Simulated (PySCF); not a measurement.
**Reproducing measurements on PH3**

**Experimental background.**

From NIST CCCBDB Release 22 (SRD 101), experimental dipoles, for the gas: dipole moment (microwave Stark effect) 0.58 D.

The runs below try to reproduce these values; the comparison stands at the end.

PH₃.
Numbering: `[PH3:1]` (hydrogens: H2, H3, H4 on P1)

Structure used (GFN2-xTB), in Å, numbered top down from 1:
```
atom  x, y, z in Å
P1    -0.0015    0.0035    0.5704
H2    -0.5587    1.0086   -0.2056
H3     1.1583   -0.0163   -0.1896
H4    -0.5880   -0.9910   -0.1980
```

The PySCF runs (gas phase, on this GFN2-xTB geometry; no spin–orbit coupling):

```tsv
level	job	basis functions
B97-2/cc-pVDZ	shieldings	33
B97-2/def2-TZVP	shieldings	55
BHandHLYP/def2-TZVP	shieldings	55
HCTH407/cc-pVDZ	shieldings	33
HF/cc-pVDZ	shieldings	33
KT2/cc-pVDZ	shieldings	33
KT3/def2-TZVP	shieldings	55
LDA/cc-pVDZ	shieldings	33
OLYP/def2-TZVP	shieldings	55
PW91/cc-pVDZ	shieldings	33
WP04/def2-TZVP	shieldings	55
mPW1PW91/cc-pVDZ	shieldings	33
```

Results beside the measurements:

**Dipole moment.** Measured: 0.58 D (NIST CCCBDB Release 22 (SRD 101), experimental dipoles).

```json
{"level": "B97-2/cc-pVDZ", "computed (D)": "0.85", "computed − measured (D)": "+0.27", "% (from the printed values)": "+47"}
{"level": "B97-2/def2-TZVP", "computed (D)": "0.71", "computed − measured (D)": "+0.13", "% (from the printed values)": "+22"}
{"level": "BHandHLYP/def2-TZVP", "computed (D)": "0.65", "computed − measured (D)": "+0.07", "% (from the printed values)": "+12"}
{"level": "HCTH407/cc-pVDZ", "computed (D)": "0.83", "computed − measured (D)": "+0.25", "% (from the printed values)": "+43"}
{"level": "HF/cc-pVDZ", "computed (D)": "0.76", "computed − measured (D)": "+0.18", "% (from the printed values)": "+31"}
{"level": "KT2/cc-pVDZ", "computed (D)": "0.85", "computed − measured (D)": "+0.27", "% (from the printed values)": "+47"}
{"level": "KT3/def2-TZVP", "computed (D)": "0.66", "computed − measured (D)": "+0.08", "% (from the printed values)": "+14"}
{"level": "LDA/cc-pVDZ", "computed (D)": "0.95", "computed − measured (D)": "+0.37", "% (from the printed values)": "+64"}
{"level": "OLYP/def2-TZVP", "computed (D)": "0.70", "computed − measured (D)": "+0.12", "% (from the printed values)": "+21"}
{"level": "PW91/cc-pVDZ", "computed (D)": "0.84", "computed − measured (D)": "+0.26", "% (from the printed values)": "+45"}
{"level": "WP04/def2-TZVP", "computed (D)": "0.56", "computed − measured (D)": "-0.02", "% (from the printed values)": "-3"}
{"level": "mPW1PW91/cc-pVDZ", "computed (D)": "0.86", "computed − measured (D)": "+0.28", "% (from the printed values)": "+48"}
```

12 of the 60 levels run are shown, the closest and the furthest among them. Closest is WP04/def2-TZVP (-0.02 D), furthest LDA/cc-pVDZ (+0.37 D); one molecule doesn't rank methods. The computed dipoles belong to one fixed geometry; measured ones are averaged over vibrations unless marked μe. Magnitudes are compared, not signs.

The geometry is computed, not the measured one. Where a level misses, the cause wasn't examined.
